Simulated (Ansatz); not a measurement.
Relaxation of BH3OSi (6 atoms, charge 0, multiplicity 1), to a largest force component of 0.015 eV/Å in at most 40 steps.

Method: Ansatz, RKS B3LYP-D4/def2-SVP.

```xyz
6
Properties=species:S:1:pos:R:3:forces:R:3
B 0.251 -0.526 -0.849 0.05 -0.15 -0.20
Si -0.219 0.491 0.763 0.67 0.84 -0.58
O -1.073 -0.027 1.900 -1.14 -0.79 1.45
H -0.112 -1.621 -1.046 -0.34 -0.76 0.02
H 0.927 -0.044 -1.673 0.55 0.46 -0.62
H 0.314 1.863 0.846 0.21 0.40 -0.07
```

Problem. Where does it end, and by what steps?

Solution. The forces met the threshold. The force dipped under the threshold on the way, but the program's further checks kept it going. After 23 steps the energy has fallen by 0.190 eV; H5 moved furthest, 0.96 Å.

| step | energy less start (eV) | largest force component (eV/Å) | accepted |
| --- | --- | --- | --- |
| 0 | 0.0000 | 1.446 | yes |
| 1 | -0.0910 | 0.605 | yes |
| 2 | -0.1063 | 0.051 | yes |
| 3 | -0.1061 | 0.059 | no |
| 4 | -0.1065 | 0.008 | yes |
| 5 | -0.1065 | 0.009 | yes |
| 6 | -0.1065 | 0.010 | yes |
| 7 | -0.1066 | 0.005 | yes |
| 8 | -0.1066 | 0.009 | yes |
| 9 | -0.1069 | 0.079 | yes |
| 10 | -0.1072 | 0.153 | yes |
| 11 | -0.1088 | 0.169 | yes |
| 12 | -0.1007 | 0.584 | no |
| 13 | -0.1170 | 0.116 | yes |
| 14 | -0.1228 | 0.234 | yes |
| 15 | -0.1184 | 0.662 | no |
| 16 | -0.1330 | 0.161 | yes |
| 17 | -0.1432 | 0.128 | yes |
| 18 | -0.1580 | 0.118 | yes |
| 19 | -0.1701 | 0.340 | yes |
| 20 | -0.1852 | 0.211 | yes |
| 21 | -0.1372 | 0.688 | no |
| 22 | -0.1900 | 0.031 | yes |
| 23 | -0.1901 | 0.009 | yes |

```xyz
6
Properties=species:S:1:pos:R:3
B 0.262 -0.512 -0.868
Si -0.217 0.536 0.776
O -0.373 -0.180 2.134
H -0.592 -1.026 -1.544
H 1.414 -0.698 -1.169
H -0.406 2.016 0.612
```

The run took 40 s on 1 thread of Arm Neoverse V2 (shared host), peak memory 0.22 GiB.
